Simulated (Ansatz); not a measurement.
## BH₄ (charge -1), SMILES [BH4-]: an active-space calculation, step by step

With Ansatz's Python interface.

At the Python prompt:
```pycon
>>> import ansatz
>>> from ase import Atoms
>>> atoms = Atoms(["B", "H", "H", "H", "H"], positions=[
...     [0.0001, 0.00017, -0.00011],
...     [0.68366, 0.99701, 0.21769],
...     [0.72634, -0.98849, -0.06707],
...     [-0.60041, 0.1397, -1.06336],
...     [-0.80969, -0.14838, 0.91285],
... ])
>>> system = ansatz.Crystal.molecule_from_ase(atoms)
>>> base = system.calculation()
>>> base = base.basis(gaussian="6-31G*")
>>> base = base.charge(-1)
>>> base = base.correlation(active_electrons=6, active_orbitals=7)
>>> for method in [None, "sc_nevpt2", "fic_mrcisd_q"]:
...     summary = (base if method is None else base.correlation(method)).run(threads=1, pin="off").report
...     space = summary["configurations"]
...     state = space["states"][0]
...     print(method or "casscf", f"total {summary['free_energy_ev'] / 27.211386246:.6f} Ha, active-space state {state['energy']['hartree']:.6f} Ha, mean field {summary['reference_energy_ev'] / 27.211386246:.6f} Ha")
...     print("  determinants", state["n_determinants"], " natural occupations", [round(n, 3) for n in space["natural_occupations"]])
...
casscf total -27.013872 Ha, active-space state -27.013872 Ha, mean field -26.964787 Ha
  determinants 1225  natural occupations [1.984, 1.981, 1.976, 0.019, 0.017, 0.015, 0.008]
sc_nevpt2 total -27.072139 Ha, active-space state -27.013869 Ha, mean field -26.964787 Ha
  determinants 1225  natural occupations [1.984, 1.981, 1.976, 0.019, 0.017, 0.015, 0.008]
RunWarning: the results are in doubt because another end's mean lies 0.000 eV lower, and its corrected mean 0.000 eV higher
fic_mrcisd_q total -27.091590 Ha, active-space state -27.013863 Ha, mean field -26.964787 Ha
  determinants 1225  natural occupations [1.984, 1.981, 1.976, 0.019, 0.017, 0.015, 0.008]
>>> print("effectively unpaired electrons, sum of min(n, 2 - n):", round(sum(min(n, 2 - n) for n in space["natural_occupations"]), 3))
effectively unpaired electrons, sum of min(n, 2 - n): 0.118
```

What to keep in mind:
- Total energies depend on the basis set; only differences at equal settings carry meaning.
- Warnings are shown shortened and without file and line.
- The geometry is a force-field or estimated start, not a minimum of this method, and the basis set is short of its limit. The active space starts as a window about the frontier orbitals and is then optimised, not chosen by chemistry.
- A lower CASSCF solution was found and passed over, so the printed active-space state isn't the lowest.
- Anions want diffuse functions, which this basis lacks.
- Hardware and time: 20 s on 1 thread of Arm Neoverse V1, with other jobs on the host, peak memory 0.22 GiB.

(Lines on the test bed's own set-up are left out of the output.)
